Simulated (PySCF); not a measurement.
**The first ionisation energy along the noble gases**

Calculated with PySCF 2.14 from differences of total energies of unrestricted determinants, without spin-orbit coupling. Values in eV. The last column holds reference values (NIST; (s) semi-empirical, (t) theoretical, else measured). Unmarked ones compare directly (S terms, centres of terms, or small fine structure); those marked * lie between the lowest fine-structure levels and include a spin-orbit shift.

```json
{"element": "He (dyall-acv3z, non-relativistic)", "configurations": "1s2 → 1s1", "MP2 (valence)": "24.377", "SCS-MP2 (valence)": "24.562", "CCSD (valence)": "24.534", "CCSD(T) (valence)": "24.534", "PBE": "24.467", "r2SCAN": "24.621", "reference": "24.587"}
{"element": "Ne (dyall-acv3z, non-relativistic)", "configurations": "[Ne] → [He] 2s2 2p5", "MP2 (valence)": "21.642", "SCS-MP2 (valence)": "21.496", "CCSD (valence)": "21.369", "CCSD(T) (valence)": "21.439", "PBE": "21.661", "r2SCAN": "21.489", "reference": "21.597"}
{"element": "Ar (dyall-acv3z, non-relativistic)", "configurations": "[Ar] → [Ne] 3s2 3p5", "MP2 (valence)": "15.738", "SCS-MP2 (valence)": "15.636", "CCSD (valence)": "15.545", "CCSD(T) (valence)": "15.603", "PBE": "15.704", "r2SCAN": "15.754", "reference": "15.819"}
```

```csv
method,elements,mean error (eV),mean absolute error (eV),largest error (eV)
MP2 (valence),3,-0.082,0.112,-0.211
SCS-MP2 (valence),3,-0.103,0.103,-0.183
CCSD (valence),3,-0.185,0.185,-0.274
CCSD(T) (valence),3,-0.142,0.142,-0.216
PBE,3,-0.057,0.100,-0.120
r2SCAN,3,-0.047,0.069,-0.108
```

Errors include the incompleteness of the basis and the frozen core.

"Valence" correlates the outer s and p shells and, in groups 3 to 12 and the f block, the outer d or f shell, open or full, or the next shell where the ion has no valence electron left; the wider scheme adds the next inner shell.
